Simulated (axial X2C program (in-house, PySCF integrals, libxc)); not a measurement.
## What spin–orbit coupling does to P₂⁺

Computed with an in-house relativistic program for diatomic molecules. Spin-free means the one-electron spin-free X2C Hamiltonian; two-component (2c) means X2C with spin–orbit coupling and atomic mean-field two-electron Coulomb and Gaunt terms, so the difference of the two also holds small scalar two-electron terms. Basis: P dyall-v3z [8s7p2d1f] (cores contracted in-house); Gaussian nuclei, density fitting, unrestricted open shells. Masses: P 30.974 u.

Spin-free state: M_S = 1/2, Λ = 1 (beyond evenly filled blocks: π+α, π+β, π-α); fragments P+ + P.

```tsv
level	Re (Å)	ωe (cm⁻¹)	De (eV)
PBE0	1.974	720.8	4.841
HF	1.933	810.8	2.194
CCSD	1.980	711.3	4.274
CCSD(T)	1.998	676.1	4.580
B97-3	1.978	715.4	5.113
```

Correlated methods: 9 electrons correlated (number of frozen shells: P 2 s, 1 p), 139 virtual spin orbitals or spinors in MP2, 90 natural virtuals in coupled cluster.

Question: Within this multiplet, which Ω should lie lowest by the rule for regular and inverted multiplets?

Answer: The open π shell holds three electrons, one hole, so the multiplet is inverted: Ω = Λ + 1/2 = 3/2. The PBE0 2c search agrees, though Ω = 1/2 of the search lies only 0.03 eV higher.

Two-component determinant lowest at the distance of the search:

Ω = 3/2 (⟨Sz⟩ = 0.50, ⟨Lz⟩ = 1.00 at HF); fragments P+ + P.

| level | Re (Å) | ωe (cm⁻¹) | De (eV) |
| --- | --- | --- | --- |
| PBE0 | 1.975 | 720.6 | 4.856 |
| HF | 1.933 | 810.4 | 2.205 |
| CCSD | 1.980 | 711.0 | 4.289 |
| CCSD(T) | 1.998 | 675.8 | 4.595 |
| B97-3 | 1.978 | 715.2 | 5.127 |

Question: From the two tables, how do the constants change at the CCSD(T) level (2c against spin-free)?

Answer: At the CCSD(T) level Re is unchanged within 0.001 Å and ωe decreases by 0.3 cm⁻¹; De is not compared, since the atomic limits differ or miss part of their spin–orbit lowering.

Occupations by symmetry block were frozen at the best pattern of an incomplete PBE0 search. De is counted from the lowest determinant-based energies of the atoms at the same level, without counterpoise correction. Density functionals use the spin component along the axis (collinear). Coupled cluster ran in a truncated set of natural virtual spinors; the MP2 energy of the rest was added. (T) has no such correction and the atoms are truncated less, which lowers De at CCSD(T) by a hundredth of an eV or more. In 2c an atomic determinant is not the ground J level, so De misses part of the atomic spin–orbit lowering. This holds for PBE0, CCSD, CCSD(T), B97-3. Other states lie close and PBE0, whose exact exchange favours high spin, may order them wrongly; the determinant shown need not be the ground state. The nearest other spin-free determinant of the search, M_S = 1/2, Λ = 0, lies 0.48 eV up at the distance of the search. The functionals have no current-density term, which raises determinants with orbital currents, atoms included.
